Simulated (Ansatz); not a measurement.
**AlBH2 (triplet): wave-function methods side by side at distance Al2–H4 = 1.967 Å, 6-31G**

How much of the correlation energy of AlBH2 (triplet) does each wave-function method recover here?

Method: 6-31G, core rule «outside noble gas», up to 6 orbitals frozen; program: Ansatz 0.2.0, Gaussian basis.

Plan: UHF; CCSD(T) on ROHF; CCSD(T) on UHF; BCCD(T) on ROHF; CISD; CCSDT(Q) on ROHF; CCSDT(Q) on UHF; CASSCF and MRCISD+Q, 4 electrons in 4 orbitals; CASSCF and NEVPT2, 4 electrons in 4 orbitals; CASSCF and MRCISD+Q, 8 electrons in 10 orbitals; CASSCF and NEVPT2, 8 electrons in 10 orbitals; Full CI.

29 further runs of the same task are left out: 2 for a mislabelled method, 21 that didn't finish, 6 set aside as unsound or not needed.

## 1. The system

The geometry derives from a PBE0/def2-TZVP stationary point (not a proven minimum). One bond is set to the value named and the two fragments are kept rigid.

4 atoms, charge 0, spin multiplicity 3.

Atoms are counted from 1 here; the program's logs count them from 0.

Bond lengths: B1–Al2 2.079 Å, Al2–H3 1.585 Å, Al2–H4 1.967 Å. Angles: B1–Al2–H3 117.0°, B1–Al2–H4 117.0°, H3–Al2–H4 125.9°.

## 2. UHF

File in.yaml:

```yaml
crystal:
  periodic: [false, false, false]
  atoms:
    - {symbol: B, position_ang: [0.000000, -0.008623, 1.555522]}
    - {symbol: Al, position_ang: [0.000000, -0.008623, -0.523806]}
    - {symbol: H, position_ang: [0.000000, -1.419950, -1.244313]}
    - {symbol: H, position_ang: [0.000000, 1.743283, -1.418185]}
basis:
  gaussian: {orbitals: 6-31G}
magnetization: {spin_polarized: true, initial_magnetization: 2}
hamiltonian: {xc: hf}
output: {orbitals: {seedname: orbitals}}
```

Started as:

```
> ansatz run in.yaml --threads 1 --pin off --events-out ev --progress --plain --max-ram 2393MiB
```

After this run come: CCSD(T) on ROHF; CCSD(T) on UHF; BCCD(T) on ROHF; CISD; CCSDT(Q) on ROHF; CCSDT(Q) on UHF; CASSCF and MRCISD+Q, 4 electrons in 4 orbitals; CASSCF and NEVPT2, 4 electrons in 4 orbitals; CASSCF and MRCISD+Q, 8 electrons in 10 orbitals; CASSCF and NEVPT2, 8 electrons in 10 orbitals; Full CI.

Before running them: what should the planned runs give, taken together? Wanted: FCI below the RHF energy; RMP2 from FCI; UMP2 from FCI; RCCSD from FCI; RCCSD(T) from FCI; UCCSD(T) from FCI; RCCSDT(Q) from FCI; UCCSDT(Q) from FCI; NEVPT2 pair from FCI.

The runs gave:

| quantity | value |
| --- | --- |
| FCI below the RHF energy | -2.5343 eV |
| RMP2 from FCI | +21.11 kcal/mol |
| UMP2 from FCI | +21.02 kcal/mol |
| RCCSD from FCI | +2.30 kcal/mol |
| RCCSD(T) from FCI | +0.91 kcal/mol |
| UCCSD(T) from FCI | +0.90 kcal/mol |
| RCCSDT(Q) from FCI | +0.04 kcal/mol |
| UCCSDT(Q) from FCI | +0.03 kcal/mol |
| NEVPT2 pair from FCI | +16.87 kcal/mol |
| MRCISD+Q pair from FCI | +0.46 kcal/mol |
| NEVPT2 valence from FCI | +4.13 kcal/mol |
| levels within 1 kcal/mol (43 meV) | RCCSD(T), UCCSD(T), BCCD(T), RCCSDT, UCCSDT, RCCSDT(Q), UCCSDT(Q), MRCISD+Q pair, MRCISD valence, MRCISD+Q valence |
| T1 diagnostic | 0.034 |
| effectively unpaired electrons | 2.07 |

RCCSD(T) misses by +0.91 kcal/mol, 1.6 % of the correlation energy. One determinant dominates. Of the multireference levels listed MRCISD+Q valence comes nearest in total energy (+0.23 kcal/mol), which doesn't show that its space is the better one. These misses are within one basis, not against nature; the frozen cores of restricted and unrestricted runs differ, which can shift their rows.
